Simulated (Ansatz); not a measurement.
**Equation of state of Li**

```
Li
1.0
    -1.71776    1.71776    1.71776
     1.71776   -1.71776    1.71776
     1.71776    1.71776   -1.71776
Li
1
Direct
  0.00000 0.00000 0.00000
```

Conventional cell: a = 3.436 Å, b = 3.436 Å, c = 3.436 Å, α = 90.00°, β = 90.00°, γ = 90.00°. Around Li (atom 1) lie 8 Li at 2.98 Å.

The cell was built from the bcc type and relaxed in the same program, and has space group Im-3m; it needn't be a known or the stable phase.

All numbers are computed: DFT, PBE, all-electron LAPW, scalar-relativistic (Ansatz 0.2.0); DFT, PBE, PAW with Ansatz's default frozen-core files, scalar-relativistic (Ansatz 0.2.0).

For LAPW: a Γ-centred 14×14×14 k mesh, Fermi–Dirac smearing of 0.03 eV, basis error target 0.25 meV/atom, no spin polarisation. PAW takes a cutoff of 420 eV at this cell. The Ansatz runs share mesh, smearing and spin set-up. Plane-wave (PAW) pressures include the program's estimate of the Pulay term.

The cell above is scaled evenly, with fractional coordinates and shape held.

(1) Estimate the equilibrium volume and bulk modulus that all-electron LAPW gives for this fixed shape.

## Answers

(1) V0 = 20.29 Å³/atom, B0 = 14 GPa, B0′ = 3.3, from a third-order Birch–Murnaghan fit to these pressures:
```tsv
V/V(cell)	V (Å³/atom)	P, LAPW (GPa)	P, PAW (GPa)	free energy over the lowest listed, PAW (meV/atom)
0.9600	19.463	0.62	0.62	1.5
0.9800	19.869	0.30	0.30	0.4
1.0000	20.274	0.01	0.01	0.0
1.0200	20.680	-0.25	-0.26	0.3
1.0400	21.085	-0.50	-0.50	1.3
```
